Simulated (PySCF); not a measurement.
Molecule: `N#CC(F)(F)F`, C$_{2}$F$_{3}$N.

Bonds (- single, = double, # triple, : aromatic): N1#C2 1.154 Å, C2-C3 1.486 Å, C3-F4 1.323 Å, C3-F5 1.323 Å, C3-F6 1.324 Å.

Geometry PBE0-D3(BJ)/def2-SVP throughout; GIAO in PySCF, gas phase, one conformer, non-relativistic; equivalent atoms averaged; basis pcSseg-2.

Task: How do the absolute shieldings σ depend on the functional? (ppm; last column core-seconds on shared hosts with different chips, so compare them loosely)

Result: 
```csv
functional,kind,N1,C2,C3,F4/F5/F6,core-s
HF,Hartree–Fock,-59.3,72.9,89.3,282.8,7.1
LDA,LDA,-58.4,61.4,54.1,214.8,16
PBE,GGA,-46.1,65.4,56.6,220.1,30
BLYP,GGA,-48.1,62.7,51.6,218.9,21
BP86,GGA,-45.3,65.8,56.6,221.3,22
OPBE,GGA,-32.4,72.6,66.2,231.0,24
KT2,GGA,-25.8,76.7,64.1,220.6,36
KT3,GGA,-22.9,76.5,64.8,226.9,35
B97-D,GGA,-35.6,68.7,59.4,229.1,33
B3LYP,global hybrid,-53.1,64.0,59.2,234.6,28
PBE0,global hybrid,-51.4,67.0,65.6,239.7,30
mPW1PW91,global hybrid,-52.4,66.6,64.9,240.4,29
WP04,global hybrid,-55.4,60.9,50.5,238.4,13
B97-2,global hybrid,-43.9,69.1,66.2,242.1,12
BHandHLYP,global hybrid,-57.7,66.6,70.5,254.2,13
CAM-B3LYP,range-separated hybrid,-54.2,64.1,62.0,239.9,15
wB97X-D,range-separated hybrid,-52.3,66.1,65.3,243.7,15
LC-wPBE,range-separated hybrid,-51.3,65.3,65.8,247.0,20
```

Task: Which nucleus moves most, in ppm?

Result: F4/F5/F6 (fluorine of a CF3 group): from 214.8 ppm with LDA to 282.8 ppm with HF. The smallest spread is 15.8 ppm, at C2.
